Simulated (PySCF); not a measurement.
PySCF input file for propene (C3H6), SMILES C=CC, PBE0/pcJ-1. Coordinates come from a r2SCAN-D4/def2-TZVP optimisation.

```python
import numpy as np
from pyscf import gto, scf, dft
from pyscf.prop.ssc import rks as ssc

mol = gto.M(
    atom='''
    C    -0.16334754    1.22693364    0.00000000
    C     0.45410546   -0.13142494    0.00000000
    C    -0.21993860   -1.27629685   -0.00000000
    H     0.15235628    1.80173498    0.87694809
    H     0.15235628    1.80173498   -0.87694810
    H    -1.25361664    1.17007268    0.00000000
    H     1.54290975   -0.16293436    0.00000000
    H    -1.30604801   -1.29171041   -0.00000000
    H     0.28712638   -2.23416899   -0.00000000
    ''',
    basis='pcJ-1',
    charge=0,
    spin=0,
    max_memory=1600,
    verbose=3,
)
mf = dft.RKS(mol, xc='pbe0')
mf.grids.level = 3
mf.conv_tol = 1e-10
mf.max_cycle = 100
mf.kernel()
j = ssc.SSC(mf)
j.with_fcsd = True
j.max_cycle_cphf = 80
j.conv_tol = 1e-7
e11 = j.kernel()
```

It prints:

```
converged SCF energy = -117.760116957966
Reduced spin-spin coupling constant K (Hz)
               #0        #1        #2        #3        #4
        0 C    0.00000
        1 C   22.31975   0.00000
        2 C    0.05044  40.02941   0.00000
        3 H   15.79782  -1.11119   0.98468   0.00000
        4 H   15.79736  -1.11104   0.98464  -0.66686   0.00000
        5 H   16.00838  -0.67390   0.91433  -0.45187  -0.45190
        6 H    0.62305  19.12897  -0.07251   0.14738   0.14735
        7 H    1.05136  -0.42317  19.55546  -0.11961  -0.11956
        8 H    1.64161  -0.25992  20.11041  -0.10776  -0.10776
               #5        #6        #7        #8
        5 H    0.00000
        6 H    0.41631   0.00000
        7 H   -0.01682   0.56415   0.00000
        8 H   -0.01533   0.35392   0.00847   0.00000
Spin-spin coupling constant J (Hz)
               #0        #1        #2        #3        #4
        0 C    0.00000
        1 C   44.04869   0.00000
        2 C    0.09955  78.99922   0.00000
        3 H  123.96415  -8.71940   7.72672   0.00000
        4 H  123.96057  -8.71825   7.72639 -20.80606   0.00000
        5 H  125.61639  -5.28800   7.17468 -14.09847 -14.09929
        6 H    4.88906 150.10340  -0.56900   4.59838   4.59718
        7 H    8.24990  -3.32058 153.45006  -3.73193  -3.73032
        8 H   12.88156  -2.03956 157.80470  -3.36221  -3.36223
               #5        #6        #7        #8
        5 H    0.00000
        6 H   12.98889   0.00000
        7 H   -0.52476  17.60148   0.00000
        8 H   -0.47834  11.04236   0.26423   0.00000
```

The run converged.
